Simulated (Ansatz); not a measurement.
**B–O–GeH⁺, doublet: reading a ladder of total energies**

Geometry: that of the B–O–GeH, singlet, kept fixed.

```xyz
4

B     0.0000   -0.1870    2.3974
O     0.0000    0.2753    1.2018
Ge    0.0000   -0.0537   -0.6084
H     0.0000    1.5080   -0.9449
```

Basis cc-pVDZ; Ansatz 0.2.0. Only valence electrons are correlated (noble-gas cores and the filled d shells of p-block atoms frozen), which leaves 13 electrons in 44 orbitals. R marks a restricted (for open shells ROHF) determinant, U an unrestricted one. No spin–orbit coupling is included, and no scalar relativity.

Full CI isn't at hand for all of this; UCCSDT(Q) serves as the reference, and is uncertain by about the last step of the cluster series.

Runs differ by some tens of microhartree through their thresholds and, for an open shell, their frozen cores, so steps under 0.03 kcal/mol mean nothing.

```tsv
level	total energy (hartree)
UHF	-2175.161735
UMP2	-2175.455418
UCCSD	-2175.477021
UCCSD(T)	-2175.487534
UCCSDT	-2175.488549
UCCSDT(Q)	-2175.489617
```

Problem. What is the correlation energy at UCCSDT(Q), and what share of it do UMP2 and UCCSD recover?

Solution. E(corr) = -2175.489617 − (-2175.161735) = -0.327882 hartree = -8.922 eV. UMP2: -0.293683 / -0.327882 = 89.57 %. UCCSD: -0.315286 / -0.327882 = 96.16 %.

Problem. By how many kcal/mol does UCCSD(T) miss UCCSDT(Q) (1 hartree = 627.509 kcal/mol), and which steps make up the rest?

Solution. -2175.487534 − (-2175.489617) = 0.002083 hartree = 1.31 kcal/mol. Steps: UCCSDT − UCCSD(T) = -0.64, UCCSDT(Q) − UCCSDT = -0.67 kcal/mol. Differences between like states or geometries often cancel part of this.
